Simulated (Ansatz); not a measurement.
**BSiHO (triplet): the correlation ladder at distance O2–Si3 = 2.292 Å, cc-pVDZ**

One table from this session's results is given with a row withheld; the runs are named, their logs left out.

Computed with Ansatz 0.2.0, Gaussian basis. Level: cc-pVDZ, core rule «outside noble gas», up to 7 orbitals frozen.

The runs, in order: UHF; CCSD(T) on ROHF; CCSD(T) on UHF; BCCD(T) on ROHF; CISD; CCSDT(Q) on ROHF; CCSDT(Q) on UHF; CASSCF and MRCISD+Q, 4 electrons in 4 orbitals; CASSCF and NEVPT2, 4 electrons in 4 orbitals.

13 further runs of the same task are left out: 12 that didn't finish, 1 set aside as unsound or not needed.

### The geometry

The geometry derives from a PBE0/def2-TZVP stationary point (not a proven minimum). One bond is set to the value named and the two fragments are kept rigid.

4 atoms, charge 0, spin multiplicity 3.

Atoms are counted from 1 here; the program's logs count them from 0.

Bond lengths: B1–O2 1.301 Å, B1–H4 1.196 Å. Angles: O2–B1–H4 128.4°.

Set-up of the first run:

in.yaml

```yaml
crystal:
  periodic: [false, false, false]
  atoms:
    - {symbol: B, position_ang: [0.000010, -0.295006, 1.014245]}
    - {symbol: O, position_ang: [-0.000020, -0.177022, -0.281647]}
    - {symbol: Si, position_ang: [0.000009, -0.098673, -2.572307]}
    - {symbol: H, position_ang: [0.000002, 0.570701, 1.839708]}
basis:
  gaussian: {orbitals: cc-pVDZ}
magnetization: {spin_polarized: true, initial_magnetization: 2}
hamiltonian: {xc: hf}
output: {orbitals: {seedname: orbitals}}
```

Run with:

```
> ansatz run in.yaml --threads 1 --pin off --events-out ev --progress --plain --max-ram 2393MiB
```

Steps of the session up to this table: UHF; CCSD(T) on ROHF; CCSD(T) on UHF; BCCD(T) on ROHF; CISD; CCSDT(Q) on ROHF; CCSDT(Q) on UHF; CASSCF and MRCISD+Q, 4 electrons in 4 orbitals; CASSCF and NEVPT2, 4 electrons in 4 orbitals.

One of the session's tables, all rows but one given; the rest of the session is left out.

| method | from UCCSDT(Q) (kcal/mol) |
| --- | --- |
| ROHF | +235.93 |
| UHF | +232.74 |
| RMP2 | +24.58 |
| UMP2 | +28.15 |
| CISD | +35.26 |
| RCCSD | +10.94 |
| UCCSD | +10.87 |
| RCCSD(T) | +1.80 |
| UCCSD(T) | ? |
| BCCD(T) | +1.79 |
| RCCSDT | +1.07 |
| UCCSDT | +1.05 |
| RCCSDT(Q) | +0.46 |
| UCCSDT(Q) | 0 |
| CASSCF pair | +216.07 |
| MRCISD pair | +30.61 |
| MRCISD+Q pair | +7.09 |

Estimate the missing values for UCCSD(T).

As computed: from UCCSDT(Q) (kcal/mol): +2.09. In the column «from UCCSDT(Q) (kcal/mol)» it lies between RCCSD(T) (+1.80) and MRCISD+Q pair (+7.09).

Not comparable, so not listed: CASSCF and NEVPT2, 4 electrons in 4 orbitals (they don't share determinant, frozen orbitals or solution with the rows shown, or repeat one).

To keep in mind: Restricted and unrestricted rows rest on different reference determinants; where their highest levels disagree by more than a few hundredths of an eV, they describe different states and don't form one ladder. Warnings in the runs' records: passed over end.
